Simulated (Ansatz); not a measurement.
A nudged elastic band was laid between two geometries of CH₅AlB (8 atoms, charge -1, multiplicity 1).

All numbers below come from Ansatz, RKS PBE/def2-SVP.

```json
{
  "movable images": "9",
  "climbing image": "yes",
  "spring": "5.0 eV/Å²",
  "optimiser": "fire",
  "start path": "IDPP",
  "force threshold": "0.03 eV/Å",
  "iteration limit": "60",
  "end points": "relaxed",
  "largest step": "0.02 Å"
}
```

First end point:

```xyz
8
Properties=species:S:1:pos:R:3
B -0.746 0.037 -0.835
Al 0.459 1.500 0.619
C 0.126 -0.752 0.089
H -1.920 0.297 -0.555
H -0.354 0.394 -1.950
H 1.505 0.793 1.747
H -0.219 -1.178 1.051
H 1.148 -1.093 -0.167
```

Last end point:

```xyz
8
Properties=species:S:1:pos:R:3
B -0.745 0.038 -0.836
Al 0.455 1.499 0.622
C 0.126 -0.752 0.088
H -0.350 0.398 -1.948
H -1.919 0.296 -0.557
H 1.504 0.793 1.748
H -0.221 -1.180 1.050
H 1.149 -1.092 -0.166
```

Problem. Which bonds break or form, and what moves?

Solution. No bond is made or broken. The dihedral H4–B1–C3–Al2 goes from -92 to 92°. The two ends are copies of one structure, up to a mirror image or an exchange of like atoms.

Problem. What energy profile does the band end with?

Solution. It did not converge within its limit. The highest image is number 5 of 0 to 10, 26.2 kcal/mol above the ends, which have the same energy within 2 meV. The band didn't meet its force threshold, so its energies are provisional: the largest band force was still 0.11 eV/Å, and over the last iterations the top stayed at 1.14 eV. Limits of this set-up: an anion without diffuse functions, the dipole of an ion depends on the origin.

| image | path coordinate (Å) | energy (kcal/mol) | dihedral H4–B1–C3–Al2 (°) |
| --- | --- | --- | --- |
| 0 | 0.00 | 0.0 | -92 |
| 1 | 0.56 | 2.3 | -78 |
| 2 | 1.13 | 5.8 | -59 |
| 3 | 1.71 | 10.7 | -35 |
| 4 | 2.29 | 20.0 | -12 |
| 5 | 2.86 | 26.2 | -1 |
| 6 | 3.44 | 20.1 | 11 |
| 7 | 4.03 | 10.8 | 34 |
| 8 | 4.61 | 5.9 | 59 |
| 9 | 5.18 | 2.3 | 78 |
| 10 | 5.74 | 0.0 | 92 |

The band took 60 iterations and roughly 15 core-minutes.

The run took 15 min on 1 thread of Arm Neoverse V1 (shared host), peak memory 0.13 GiB.
